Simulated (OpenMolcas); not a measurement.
# HS (SMILES [SH]): a chain of runs

Wanted: a single-point energy (UHF/3-21G), then the energy (CASSCF(3,3)/3-21G), then a single-point energy (CASPT2(3,3)/3-21G), then a single-point energy (SC-NEVPT2(3,3)/3-21G), then the energy (MRCI(3,3)/3-21G) of HS. 

The results are computed with OpenMolcas 26.06.

2 further runs of the same task are left out: 2 set aside as unsound or not needed.

## Step 1: The molecule

HS has 2 atoms, charge 0, and is taken as a doublet. As SMILES, `[SH]`. The S1–H2 distance was set to 1.995 Å, away from the relaxed value.

Bond lengths: S1–H2 1.995 Å.

## Step 2: A single-point energy at UHF/3-21G (run 1)

File step1.inp:

```
* HS Hartree-Fock

&GATEWAY
 BasLib=$CurrDir
 Coord
 2
 angstrom
 S        1.136061      -0.371353       0.584201
 H       -0.568010       0.185670      -0.292090
 Basis=3-21G
 Group=NoSym

&SEWARD

&SCF
 UHF
 Spin=2
 Scramble=0.25
 PrOrbitals=1 1
```

The basis set 3-21G is read from a file made from the Basis Set Exchange's data (not shown).

Command:

```
$ export MOLCAS_MEM=1860
$ pymolcas step1.inp > step1.log
```

The program printed:

```text
--- Start Module: gateway ---
[...]
--- Stop Module: gateway /rc=_RC_ALL_IS_WELL_ ---
--- Start Module: seward ---
[...]
      Basis functions           15
--- Stop Module: seward /rc=_RC_ALL_IS_WELL_ ---
--- Start Module: scf ---
[...]
       Convergence after  23 Iterations
[...]
::    Total SCF energy                               -396.0652913427
[...]
      Total spin, S                                     0.7458400857
[...]
      Total electronic charge=   17.000000
      Total            charge=   -0.000000
[...]
      Dipole Moment (debye):
      Origin of the operator (angstrom)=    1.0840   -0.3543    0.5574
                   X= -5.0167E-01               Y=  1.6398E-01               Z= -2.5798E-01           Total=  5.8746E-01
      Quadrupole Moment (debye*angstrom):
[...]
--- Stop Module: scf /rc=_RC_ALL_IS_WELL_ ---
[...]
```

It took 1.9 s on 1 thread of Intel Xeon Platinum 8488C (Sapphire Rapids), shared host; peak memory 0.37 GiB.

## Step 3: The energy at CASSCF(3,3)/3-21G (run 2)

File step2.input:

```
&gateway
 baslib
 $CurrDir
 coord
 2
 angstrom
 S        1.136061      -0.371353       0.584201
 H       -0.568010       0.185670      -0.292090
 basis
 3-21G
 group
 NoSym

&seward

&rasscf
 fileorb
 $CurrDir/step1.UnaOrb
 spin
 2
 nactel
 3 0 0
 inactive
 7
 ras2
 3
 orblisting
 Nothing
```

The basis set 3-21G is read from a file made from the Basis Set Exchange's data (not shown).

Command:

```
$ export MOLCAS_MEM=1860
$ pymolcas step2.input > step2.log
```

The program printed:

```text
--- Start Module: gateway ---
[...]
--- Stop Module: gateway /rc=_RC_ALL_IS_WELL_ ---
--- Start Module: seward ---
[...]
      Basis functions           15
--- Stop Module: seward /rc=_RC_ALL_IS_WELL_ ---
--- Start Module: rasscf ---
[...]
      Number of active orbitals                  3
[...]
      Spin quantum number                      0.5
[...]
      Active orbitals                            3
[...]
      Number of CSFs                             8
[...]
      Number of root(s) required                 1
[...]
      Convergence after  9 iterations
[...]
      printout of CI-coefficients larger than  0.05 for root  1
      energy=    -396.093167
      conf/sym  111     Coeff  Weight
             1  2u0  -0.94670 0.89624
             4  udu  -0.11552 0.01334
             6  uud  -0.06669 0.00445
             8  0u2  -0.29320 0.08596
      Natural orbitals and occupation numbers for root  1
      sym 1:   1.810280   1.000000   0.189720
      ************************************************************************************************************************
      *                                                    Final results                                                     *
[...]
::    RASSCF root number  1 Total energy:   -396.09316691
[...]
      Total electronic charge=   17.000000
      Total            charge=   -0.000000
[...]
      Dipole Moment (debye):
      Origin of the operator (angstrom)=    1.0840   -0.3543    0.5574
                   X= -5.0261E-01               Y=  1.6429E-01               Z= -2.5846E-01           Total=  5.8857E-01
      Quadrupole Moment (debye*angstrom):
[...]
--- Stop Module: rasscf /rc=_RC_ALL_IS_WELL_ ---
[...]
```

Run time: 1.9 s. Hardware: 1 thread of Intel Xeon Platinum 8488C (Sapphire Rapids), shared host; peak memory 0.37 GiB.

## Step 4: The energy at CASPT2(3,3)/3-21G (run 3)

File step3.inp:

```
* HS CASPT2
&GATEWAY
BasLib=$CurrDir
Coord
2
angstrom
S        1.136061      -0.371353       0.584201
H       -0.568010       0.185670      -0.292090
Basis=3-21G
Group=NoSym
&SEWARD
&RASSCF
FileOrb=$CurrDir/step2.RasOrb
Spin=2
Nactel=3 0 0
Inactive=7
Ras2=3
OrbListing=Nothing
&CASPT2
Imaginary=0.1
Frozen=5
```

The basis set 3-21G is read from a file made from the Basis Set Exchange's data (not shown).

Command:

```
$ export MOLCAS_MEM=1860
$ pymolcas step3.inp > step3.log
```

The program printed:

```text
--- Start Module: gateway ---
[...]
--- Stop Module: gateway /rc=_RC_ALL_IS_WELL_ ---
[...]
      Basis functions           15
[...]
--- Start Module: rasscf ---
[...]
      Number of active orbitals                  3
[...]
      Spin quantum number                      0.5
[...]
      Active orbitals                            3
[...]
      Number of CSFs                             8
[...]
      Number of root(s) required                 1
[...]
      Convergence after  4 iterations
[...]
      printout of CI-coefficients larger than  0.05 for root  1
      energy=    -396.093167
      conf/sym  111     Coeff  Weight
             1  2u0  -0.94670 0.89624
             4  udu  -0.11552 0.01334
             6  uud  -0.06669 0.00445
             8  0u2  -0.29320 0.08596
      Natural orbitals and occupation numbers for root  1
      sym 1:   1.810280   1.000000   0.189720
      ************************************************************************************************************************
      *                                                    Final results                                                     *
[...]
::    RASSCF root number  1 Total energy:   -396.09316691
[...]
      Total electronic charge=   17.000000
      Total            charge=   -0.000000
[...]
      Dipole Moment (debye):
      Origin of the operator (angstrom)=    1.0840   -0.3543    0.5574
                   X= -5.0263E-01               Y=  1.6430E-01               Z= -2.5847E-01           Total=  5.8858E-01
      Quadrupole Moment (debye*angstrom):
[...]
--- Stop Module: rasscf /rc=_RC_ALL_IS_WELL_ ---
--- Start Module: caspt2 ---
[...]
      E2 (Variational):          -0.0251165578
      Total energy:            -396.1182834653
[...]
      Reference weight:           0.98880
[...]
::    CASPT2 Root  1     Total energy:   -396.11828347
[...]
```

Wall time 4.8 s (1 thread of Intel Xeon Platinum 8488C (Sapphire Rapids), shared host); peak memory 0.37 GiB.

## Step 5: A single-point energy at SC-NEVPT2(3,3)/3-21G (run 4)

File step4.input:

```
&gateway
  baslib=$CurrDir
  coord
  2
  angstrom
  S        1.136061      -0.371353       0.584201
  H       -0.568010       0.185670      -0.292090
  basis=3-21G
  group=NoSym

&seward

&rasscf
  fileorb=$CurrDir/step2.RasOrb
  spin=2
  nactel=3 0 0
  inactive=7
  ras2=3
  orblisting=Nothing

&caspt2
  sc-nevpt2
  frozen=5
```

The basis set 3-21G is read from a file made from the Basis Set Exchange's data (not shown).

Command:

```
$ export MOLCAS_MEM=1860
$ pymolcas step4.input > step4.log
```

The program printed:

```text
--- Start Module: gateway ---
[...]
--- Stop Module: gateway /rc=_RC_ALL_IS_WELL_ ---
[...]
      Basis functions           15
[...]
--- Start Module: rasscf ---
[...]
      Number of active orbitals                  3
[...]
      Spin quantum number                      0.5
[...]
      Active orbitals                            3
[...]
      Number of CSFs                             8
[...]
      Number of root(s) required                 1
[...]
      Convergence after  4 iterations
[...]
      printout of CI-coefficients larger than  0.05 for root  1
      energy=    -396.093167
      conf/sym  111     Coeff  Weight
             1  2u0  -0.94670 0.89624
             4  udu  -0.11552 0.01334
             6  uud  -0.06669 0.00445
             8  0u2  -0.29320 0.08596
      Natural orbitals and occupation numbers for root  1
      sym 1:   1.810280   1.000000   0.189720
      ************************************************************************************************************************
      *                                                    Final results                                                     *
[...]
::    RASSCF root number  1 Total energy:   -396.09316691
[...]
      Total electronic charge=   17.000000
      Total            charge=   -0.000000
[...]
      Dipole Moment (debye):
      Origin of the operator (angstrom)=    1.0840   -0.3543    0.5574
                   X= -5.0263E-01               Y=  1.6430E-01               Z= -2.5847E-01           Total=  5.8858E-01
      Quadrupole Moment (debye*angstrom):
[...]
--- Stop Module: rasscf /rc=_RC_ALL_IS_WELL_ ---
[...]
      E2 (Variational):          -0.0245326340
[...]
      E2 (Variational):          -0.0244960631
      Total energy:            -396.1176629705
[...]
      Reference weight:           0.98934
[...]
::    SC-NEVPT2 Root  1     Total energy:   -396.11766297
[...]
```

Wall time 1.7 s (1 thread of Intel Xeon Platinum 8488C (Sapphire Rapids), shared host); peak memory 0.37 GiB.

## Step 6: A single-point energy at MRCI(3,3)/3-21G (run 5)

File step5.input:

```
* HS MRCI

&GATEWAY
 BasLib=$CurrDir
 Coord
 2
 angstrom
 S        1.136061      -0.371353       0.584201
 H       -0.568010       0.185670      -0.292090
 Basis=3-21G
 Group=NoSym

&SEWARD

&RASSCF
 FileOrb=$CurrDir/step2.RasOrb
 Spin=2
 Nactel=3 0 0
 Inactive=7
 Ras2=3
 OrbListing=Nothing

&MOTRA
 LumOrb
 Frozen=5

&GUGA
 Electrons=7
 Spin=2
 Inactive=2
 Active=3
 CIAll=1

&MRCI
 SDCI
```

The basis set 3-21G is read from a file made from the Basis Set Exchange's data (not shown).

Command:

```
$ export MOLCAS_MEM=1860
$ pymolcas step5.input > step5.log
```

The program printed:

```text
--- Start Module: gateway ---
[...]
      Basis functions           15
[...]
      Number of active orbitals                  3
[...]
      Spin quantum number                      0.5
[...]
      Active orbitals                            3
[...]
      Number of CSFs                             8
[...]
      Number of root(s) required                 1
[...]
      Convergence after  4 iterations
[...]
      printout of CI-coefficients larger than  0.05 for root  1
      energy=    -396.093167
      conf/sym  111     Coeff  Weight
             1  2u0  -0.94670 0.89624
             4  udu  -0.11552 0.01334
             6  uud  -0.06669 0.00445
             8  0u2  -0.29320 0.08596
      Natural orbitals and occupation numbers for root  1
      sym 1:   1.810280   1.000000   0.189720
      ************************************************************************************************************************
      *                                                    Final results                                                     *
[...]
::    RASSCF root number  1 Total energy:   -396.09316691
[...]
      Dipole Moment (debye):
      Origin of the operator (angstrom)=    1.0840   -0.3543    0.5574
                   X= -5.0263E-01               Y=  1.6430E-01               Z= -2.5847E-01           Total=  5.8858E-01
      Quadrupole Moment (debye*angstrom):
[...]
--- Start Module: guga ---
[...]
       (But an ACPF correction will be computed)
       USE THE DEFAULT ACPF G-VALUE GFAC=  0.28571428571428570
[...]
                      CI ENERGY:  -396.12353895
[...]
                ACPF CORRECTION:    -0.00036545
[...]
      Total electronic charge=   17.000000
      Total            charge=   -0.000000
[...]
     ACPF CORRECTION:     -0.00036545
[...]
  CI State   1     Total energy:   -396.12353895     QDav:     -0.00051411     QACPF:     -0.00036545
[...]
```

Wall time 1.8 s (1 thread of Intel Xeon Platinum 8488C (Sapphire Rapids), shared host); peak memory 0.37 GiB.

## Step 7: Results

| quantity | value |
| --- | --- |
| run 1, UHF/3-21G: total energy | -396.06529 Eh |
| run 1, UHF/3-21G: dipole moment | 0.59 D |
| run 1, UHF/3-21G: HOMO energy (highest over α and β) | -10.04 eV |
| run 1, UHF/3-21G: LUMO energy (lowest over α and β) | 0.28 eV |
| run 1, UHF/3-21G: ⟨S²⟩ | 1.302 |
| run 2, CASSCF(3,3)/3-21G: total energy | -396.09317 Eh |
| run 2, CASSCF(3,3)/3-21G: dipole moment (CASSCF density) | 0.59 D |
| run 3, CASPT2(3,3)/3-21G: total energy | -396.11828 Eh |
| run 3, CASPT2(3,3)/3-21G: dipole moment (CASSCF density) | 0.59 D |
| run 4, SC-NEVPT2(3,3)/3-21G: total energy | -396.11766 Eh |
| run 4, SC-NEVPT2(3,3)/3-21G: dipole moment (CASSCF density) | 0.59 D |
| run 5, MRCI(3,3)/3-21G: total energy | -396.12354 Eh |
| run 5, MRCI(3,3)/3-21G: dipole moment (CASSCF density) | 0.59 D |

⟨S²⟩ (run 1, UHF/3-21G) is 1.30 where a pure doublet has 0.75: the reference is spin-contaminated.
